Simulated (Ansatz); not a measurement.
Disilane: measurement beside calculation (Ansatz, PBE0-D4/def2-TZVP geometry).

Z-matrix (Å, degrees):
```
Si
Si 1 2.338
H 1 1.488 2 110.3
H 1 1.488 2 110.3 3 120.0
H 1 1.488 2 110.3 3 -120.0
H 2 1.488 1 110.3 3 59.9
H 2 1.488 1 110.3 3 179.9
H 2 1.488 1 110.3 3 -60.1
```

Enthalpy of formation at 298 K: 19.1 kcal/mol (zero for an element's reference state; older measured values of the G2 set, as listed by Staroverov and co-workers, J. Chem. Phys. 119, 12129, 2003). With their computed zero-point and thermal terms and the atoms' enthalpies of Curtiss and co-workers (1997) it gives an electronic atomization energy of 530.3 kcal/mol.

| level | atomization (kcal/mol) | error | error per bond |
| --- | --- | --- | --- |
| LDA (SPW92) | 580.3 | 49.9 | 7.1 |
| PBE-D4 | 524.0 | -6.3 | -0.9 |
| revPBE-D4 | 519.8 | -10.6 | -1.5 |
| BLYP-D4 | 527.9 | -2.5 | -0.4 |
| r2SCAN-D4 | 534.0 | 3.7 | 0.5 |
| B97M-V | 539.4 | 9.0 | 1.3 |
| PBE0-D4 | 525.9 | -4.4 | -0.6 |
| B3LYP-D4 | 536.2 | 5.9 | 0.8 |
| r2SCANh-D4 | 533.4 | 3.0 | 0.4 |
| r2SCAN0-D4 | 532.6 | 2.2 | 0.3 |
| HSE06-D4 | 526.0 | -4.3 | -0.6 |
| BHLYP-D4 | 534.1 | 3.8 | 0.5 |
| CAM-B3LYP-D4 | 537.5 | 7.1 | 1.0 |
| ωB97X-V | 541.2 | 10.8 | 1.5 |
| ωB97M-V | 535.0 | 4.7 | 0.7 |
| B2PLYP | 527.9 | -2.4 | -0.3 |
| PBE-QIDH | 526.3 | -4.1 | -0.6 |
| PBE | 521.0 | -9.3 | -1.3 |
| revPBE | 511.1 | -19.2 | -2.7 |
| BLYP | 521.3 | -9.0 | -1.3 |
| r2SCAN | 533.3 | 3.0 | 0.4 |
| PBE0 | 523.4 | -6.9 | -1.0 |
| B3LYP | 531.3 | 1.0 | 0.1 |
| r2SCANh | 532.6 | 2.3 | 0.3 |
| r2SCAN0 | 531.7 | 1.4 | 0.2 |
| HSE06 | 523.6 | -6.7 | -1.0 |
| BHLYP | 530.2 | -0.1 | 0.0 |
| CAM-B3LYP | 534.9 | 4.6 | 0.7 |
| LC-ωPBE | 526.1 | -4.3 | -0.6 |
| HF/def2-TZVPP | 417.2 | -113.1 | -16.2 |
| MP2/def2-TZVPP | 513.3 | -17.0 | -2.4 |
| SCS-MP2/def2-TZVPP | 524.6 | -5.7 | -0.8 |
| CCSD/def2-TZVPP | 521.9 | -8.4 | -1.2 |
| CCSD(T)/def2-TZVPP | 524.6 | -5.7 | -0.8 |
| HF/def2-QZVPP | 418.1 | -112.2 | -16.0 |
| MP2/def2-QZVPP | 520.6 | -9.7 | -1.4 |
| SCS-MP2/def2-QZVPP | 533.1 | 2.7 | 0.4 |
| HF/CBS(def2) | 418.2 | -112.1 | -16.0 |
| MP2/CBS(def2) | 525.5 | -4.8 | -0.7 |
| CCSD/CBS(def2) | 534.1 | 3.8 | 0.5 |
| CCSD(T)/CBS(def2) | 536.9 | 6.5 | 0.9 |

Functionals use def2-TZVPP; B3LYP here is the variant with VWN-RPA as its local correlation; programs differ in this. The calculations leave out spin–orbit coupling, scalar relativity and, for the correlated methods, core correlation; together these are worth up to about 1 kcal/mol a heavy atom. HSE06 is defined as in plane-wave codes. CBS adds triple-zeta CCSD(T) − MP2 to the MP2 limit. T1 = 0.013. CCSD(T)/CBS misses by more than these terms explain, and whether the calculation, the thermal terms or a tabulated enthalpy is at fault wasn't checked.
